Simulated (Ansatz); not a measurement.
# BSi+ (triplet): the correlation ladder at distance Si1–B2 = 1.888 Å, cc-pVDZ

Aim: climb from Hartree-Fock through coupled cluster and multireference methods for BSi+ (triplet) at one geometry and basis, and see what each rung misses.

Method: cc-pVDZ, core rule «outside noble gas», up to 6 orbitals frozen; program: Ansatz 0.2.0, Gaussian basis.

Plan: UHF; CCSD(T) on ROHF; CCSD(T) on UHF; BCCD(T) on ROHF; CISD; CCSDT(Q) on ROHF; CCSDT(Q) on UHF; CASSCF and MRCISD+Q, 4 electrons in 4 orbitals; CASSCF and NEVPT2, 4 electrons in 4 orbitals; CASSCF and MRCISD+Q, 6 electrons in 8 orbitals; CASSCF and NEVPT2, 6 electrons in 8 orbitals; Full CI.

17 further runs of the same task are left out: 1 for a known fault of the program, 13 that didn't finish, 3 set aside as unsound or not needed.

**1. What is computed**

The geometry derives from a PBE0/def2-TZVP stationary point (not a proven minimum). One bond is set to the value named and the two fragments are kept rigid.

2 atoms, charge 1, spin multiplicity 3.

Atoms are counted from 1 here; the program's logs count them from 0.

Bond lengths: Si1–B2 1.888 Å.

**2. UHF**

Contents of in.yaml:

```yaml
crystal:
  periodic: [false, false, false]
  atoms:
    - {symbol: Si, position_ang: [0.000000, 0.000000, 0.000000]}
    - {symbol: B, position_ang: [0.000000, 0.000000, 1.888000]}
basis:
  gaussian: {orbitals: cc-pVDZ}
total_charge: 1
magnetization: {spin_polarized: true, initial_magnetization: 2}
hamiltonian: {xc: hf}
output: {orbitals: {seedname: orbitals}}
```

The run is started by

```bash
$ ansatz run in.yaml --threads 1 --pin off --events-out ev --progress --plain --max-ram 2393MiB
```

After this run come: CCSD(T) on ROHF; CCSD(T) on UHF; BCCD(T) on ROHF; CISD; CCSDT(Q) on ROHF; CCSDT(Q) on UHF; CASSCF and MRCISD+Q, 4 electrons in 4 orbitals; CASSCF and NEVPT2, 4 electrons in 4 orbitals; CASSCF and MRCISD+Q, 6 electrons in 8 orbitals; CASSCF and NEVPT2, 6 electrons in 8 orbitals; Full CI.

Before running them: what should the planned runs give, taken together? Wanted: FCI below the RHF energy; RMP2 from FCI; UMP2 from FCI; RCCSD from FCI; RCCSD(T) from FCI; UCCSD(T) from FCI; RCCSDT(Q) from FCI; UCCSDT(Q) from FCI; NEVPT2 pair from FCI.

**Answer**, as computed:

| quantity | value |
| --- | --- |
| FCI below the RHF energy | -3.6255 eV |
| RMP2 from FCI | +29.46 kcal/mol |
| UMP2 from FCI | +30.26 kcal/mol |
| RCCSD from FCI | +8.46 kcal/mol |
| RCCSD(T) from FCI | +2.20 kcal/mol |
| UCCSD(T) from FCI | +2.20 kcal/mol |
| RCCSDT(Q) from FCI | +0.09 kcal/mol |
| UCCSDT(Q) from FCI | +0.02 kcal/mol |
| NEVPT2 pair from FCI | +29.53 kcal/mol |
| MRCISD+Q pair from FCI | +7.16 kcal/mol |
| NEVPT2 valence from FCI | +15.53 kcal/mol |
| levels within 1 kcal/mol (43 meV) | RCCSDT, UCCSDT, RCCSDT(Q), UCCSDT(Q) |
| T1 diagnostic | 0.057 |
| effectively unpaired electrons | 2.28 |

**Reading.** RCCSD(T) misses by +2.20 kcal/mol, 2.6 % of the correlation energy. The occupations show some static correlation. Of the multireference levels listed MRCISD+Q valence comes nearest in total energy (+5.79 kcal/mol), which doesn't show that its space is the better one. Coupled cluster took another determinant than the lowest Hartree-Fock one. These misses are within one basis, not against nature; the frozen cores of restricted and unrestricted runs differ, which can shift their rows.
